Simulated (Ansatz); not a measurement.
**Heat of formation of HNO3 (SMILES O=NOO) from total energies**

The species is HNO3 (5 atoms), meant as a singlet with charge 0. As SMILES, `O=NOO`. The coordinates come from a PBE0-D4/def2-TZVP relaxation. This is one conformer, not always the lowest.

Total energies at RPA@PBE0/6-311+G**, 4 core orbitals frozen (Ansatz 0.2.0); the atoms run unrestricted:

| species | state | energy (Eh) |
| --- | --- | --- |
| HNO3 | singlet | -280.506369 |
| O | triplet | -74.994995 |
| N | quartet | -54.538853 |
| H | doublet | -0.512533 |

Harmonic wavenumbers at PBE0-D4/def2-TZVP, in cm⁻¹: 399, 406, 542, 786, 892, 1010, 1464, 1700, 3499.

Measured heats of formation of the gaseous atoms at 298.15 K, in kJ/mol: O 249.2, N 472.4, H 218.0. Spin-orbit lowering of the atoms at 298 K (mean of the ground term's levels less their thermal mean, from spectra), in kJ/mol: O 0.40. Take 1 Eh = 2625.50 kJ/mol, 1 cm⁻¹ = 0.0119627 kJ/mol, RT = 2.479 kJ/mol.

**Question.** What heat of formation follows?

**Answer.** 
1. Electronic atomisation energy: 3 × (-74.994995) + (-54.538853) + (-0.512533) − (-280.506369) = 0.469998 Eh = 1234.0 kJ/mol.
2. Zero-point energy: half the sum of the wavenumbers, 5349 cm⁻¹ = 64.0 kJ/mol.
3. Thermal vibrational enthalpy, Σ hcν̃/(exp(hcν̃/kT) − 1): 2.6 kJ/mol. Translation, rotation and pV of a non-linear molecule: 4 RT = 9.9 kJ/mol.
4. The 5 free atoms carry 5/2 RT each: 31.0 kJ/mol.
5. Spin-orbit coupling lowers the free atoms by 3 × 0.40 = 1.2 kJ/mol.
6. Atomisation enthalpy at 298 K: 1234.0 − 1.2 − 64.0 − 2.6 − 9.9 + 31.0 = 1187.3 kJ/mol.
7. Sum of the atoms' heats of formation: 1438.0 kJ/mol. Heat of formation: 1438.0 − 1187.3 = +250.7 kJ/mol.

The tabulated value is -12.8 kJ/mol (Active Thermochemical Tables), so this level is off by +263.5 kJ/mol, or 18.2 % of the atomisation enthalpy that the table implies (1450.9 kJ/mol). Anharmonicity and any spin-orbit splitting of the molecule are left out, and so is core correlation.
